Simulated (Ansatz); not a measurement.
Molecule (SMILES): [CH3] (CH3), doublet.
Atoms: C1, H2, H3, H4. Bonds: C1-H2, C1-H3, C1-H4.

Basis-set convergence of the highest harmonic wavenumber at HF with Ansatz (a quantum-chemistry and plane-wave program). Each level at its own minimum, finite differences of forces, unscaled; the reference is a large set that could be run, not a limit. Cartesian d functions, on some or all atoms, in 6-31G*, 6-31+G*, 6-31G**; all else is spherical. The program fits the integrals of some runs and decomposes those of others, by size. Core-valence sets carry the plain set on hydrogen. Open shells are unrestricted. No added dispersion term, no relativity. Reference: the value in aug-pcseg-2, 3413 cm⁻¹, itself unsure by roughly 6 cm⁻¹ (its mean distance from aug-cc-pVTZ, def2-TZVPPD).

```tsv
basis	functions	highest harmonic wavenumber (cm⁻¹)
6-31G	15	(withheld)
pcseg-0	15	(withheld)
def2-SV(P)	20	3436
6-31G*	21	3461
6-31+G*	25	3460
cc-pVDZ	29	3434
6-31G**	30	(withheld)
6-311G**	36	3407
6-311+G**	40	3409
def2-SVPD	44	3424
def2-TZVP	49	3409
aug-cc-pVDZ	50	3421
aug-pcseg-1	50	3422
6-311++G(2d,2p)	57	3413
def2-TZVPD	64	3409
pcseg-2	72	3412
def2-TZVPP	73	3409
cc-pCVTZ	85	(withheld)
```

Q: Some entries are withheld; supply them.

A: 
- 6-31G, highest harmonic wavenumber (cm⁻¹): 3453
- pcseg-0, highest harmonic wavenumber (cm⁻¹): 3442
- 6-31G**, highest harmonic wavenumber (cm⁻¹): 3440
- cc-pCVTZ, highest harmonic wavenumber (cm⁻¹): 3404
